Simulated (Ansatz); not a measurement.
System (SMILES): N#[N+][O-].
Atoms: N1, N2, O3. Bonds: N1-N2, N2-O3.

Basis-set convergence of the optimised N1-N2 bond length at PBE with Ansatz (a first-principles code). Cartesian d functions, on some or all atoms, in 6-31G**, 6-31+G*; all else is spherical. The program fits the integrals of some runs and decomposes those of others, by size. No added dispersion term, no relativity. Reference: the value in def2-QZVPPD, 1.1368 Å, itself unsure by roughly 0.0002 Å (its mean distance from pcseg-3, def2-QZVPP, cc-pVQZ). Deviations are taken from unrounded values.

```
basis              functions
-----------------  ---------
STO-3G                    15
3-21G                     27
6-31G                     27
def2-SVP                  42
6-31G**                   45
6-311G**                  54
6-31+G*                   57
6-311+G**                 66
6-311++G(2d,2p)           81
def2-TZVPP                93
6-311++G(3df,3pd)        117
def2-QZVPP               171
```

**Question.** Which is the smallest set listed that can be trusted to 0.003 Å here, that is, within that of the reference together with its larger relatives (same family, alike in diffuse functions; a set with none to test it counts only in the reference's own line)?

**Answer.** The smallest set listed that lies within 0.003 Å of the reference with all its larger relatives (same family, alike in diffuse functions; a set with none counts only in the reference's own line) is 6-311++G(2d,2p) (81 functions, 0.0019 Å off). Value minus reference: STO-3G 0.1015, 3-21G 0.0297, 6-31G 0.0299, def2-SVP 0.0091, 6-31G** 0.0133, 6-311G** 0.0058, 6-31+G* 0.0121, 6-311+G** 0.0050, 6-311++G(2d,2p) 0.0019, def2-TZVPP 0.0009, 6-311++G(3df,3pd) 0.0011, def2-QZVPP 0.0002 Å.
